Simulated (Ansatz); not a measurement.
# Relative stability

Two relaxed structures of AlSiH4O (charge +1), singlet (PBE0-D4/def2-TZVP; forces vanish, vibrations not checked).

A:

Al1  (-1.329, 0.376, -1.034)
O2  (0.044, -0.013, 0.035)
Si3  (1.234, -0.349, 0.959)
H4  (-0.830, 0.821, -2.444)
H5  (-2.688, 0.176, -0.292)
H6  (1.820, 0.716, 1.786)
H7  (1.749, -1.726, 0.989)
(Å)

B:

```
7
angstrom
Al -1.3662 -0.3663 -1.8458
O 0.2730 -0.6767 -0.7904
Si 0.7487 0.2244 0.6456
H -0.3898 1.1621 0.7375
H 0.8878 -1.3763 -1.0592
H 2.0321 0.8677 0.3185
H 0.8098 -0.7562 1.7423
```

Program: Ansatz 0.2.0. Basis: def2-TZVPP. Cores are frozen in the correlated methods. B3LYP uses VWN-RPA correlation.

Problem. Which structure is lower at CCSD(T), and by how much? (Judge from chemistry; the value comes from the calculation.)

Solution. By the calculation: B, by 41.5 kJ/mol (electronic energy, against the other). By their contacts, A is AlSiH₄O ([AlH2][O][SiH2]), total charge +1 and B is AlSiH₄O ([Al][OH][SiH3]), total charge +1.

All methods give the same order:

| method | E(B) − E(A) (kJ/mol) |
| --- | --- |
| PBE-D4 | -49.5 |
| r2SCAN-D4 | -22.6 |
| PBE0-D4 | -47.0 |
| B3LYP-D4 | -42.2 |
| wB97M-V | -53.4 |
| HF | -20.1 |
| MP2 | -29.5 |
| CCSD | -41.7 |
| CCSD(T) | -41.5 |

The T1 diagnostic stays at or below 0.015.

Labels in which every atom is bracketed show which atoms are joined, not bond orders.

For scale, one of the runs: CCSD(T)/def2-TZVPP, 171 basis functions, launched by `ansatz run in.yaml --threads 2 --pin off --events-out ev --progress --plain --max-ram 4352MiB`. Hardware: 2 CPU threads of an Intel Xeon Platinum 8175M, shared host. Wall time 16 s; peak host memory 1.3 GiB.
